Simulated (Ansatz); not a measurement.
# CH3FS: the cost of one run

Program: the Python package of Ansatz 0.2.0. Level of theory: Hartree-Fock/def2-SVP. These are calculated values, not measurements.

## Step 1: The system

Bond lengths: F1–C2 1.358 Å, C2–S3 1.806 Å, C2–H4 1.133 Å, C2–H5 1.098 Å, S3–H6 1.377 Å. Angles: F1–C2–S3 111.2°, F1–C2–H4 102.1°, F1–C2–H5 108.7°, S3–C2–H4 111.7°, S3–C2–H5 110.5°, H4–C2–H5 112.2°, C2–S3–H6 94.7°.

No structure file is read: the coordinates are typed or built in the script.

## Step 2: The code

File ch3fs.py:

```python
"""Energy of CH3FS against one bond angle."""

import ansatz as az
from ase import Atoms

atoms = Atoms(["F", "C", "S", "H", "H", "H"], positions=[
    (0.7018, 0.1659, -1.2105),
    (-0.0637, -0.4261, -0.2576),
    (-0.8095, 0.8007, 0.8376),
    (0.6917, -1.0714, 0.288),
    (-0.8411, -1.0244, -0.7513),
    (0.3628, 1.4913, 1.0477),
])

# start the scan from a relaxed geometry
first = (
    az.Crystal.molecule_from_ase(atoms).calculation()
    .basis(gaussian="def2-SVP")
    .functional("hf")
    .relax(force_tolerance=0.02, max_steps=80)
)
atoms.positions = first.run(threads=1, backend="cpu").report["positions_ang"]

rows = []
for angle in [90, 100, 110, 120, 135, 150, 165, 179]:
    bent = atoms.copy()
    bent.set_angle(1, 2, 5, angle, indices=[5])
    job = (
        az.Crystal.molecule_from_ase(bent).calculation()
        .basis(gaussian="def2-SVP")
        .functional("hf")
    )
    rows.append((angle, job.run(threads=1, backend="cpu").report["free_energy_ev"]))
floor = min(e for _, e in rows)
for angle, e in rows:
    print(f"angle C1-S2-H5 = {angle:3d} deg   {1000 * (e - floor):9.1f} meV")
```

## Step 3: The input behind the calls

The package turns the script's settings into the engine's input (first run):

```yaml
crystal:
  periodic: [false, false, false]
  atoms:
    - { symbol: F, position_ang: [0.7018, 0.1659, -1.2105] }
    - { symbol: C, position_ang: [-0.0637, -0.4261, -0.2576] }
    - { symbol: S, position_ang: [-0.8095, 0.8007, 0.8376] }
    - { symbol: H, position_ang: [0.6917, -1.0714, 0.288] }
    - { symbol: H, position_ang: [-0.8411, -1.0244, -0.7513] }
    - { symbol: H, position_ang: [0.3628, 1.4913, 1.0477] }
basis:
  gaussian:
    orbitals: def2-SVP
hamiltonian:
  xc: hf
relax:
  f_tol: 0.02
  max_steps: 80
```

## Step 4: The run

Launch:

```bash
> python ch3fs.py
```

What time and memory should one allow on 1 thread of Arm Neoverse V2, shared host?

About 6.8 s, with a peak of 0.19 GiB.
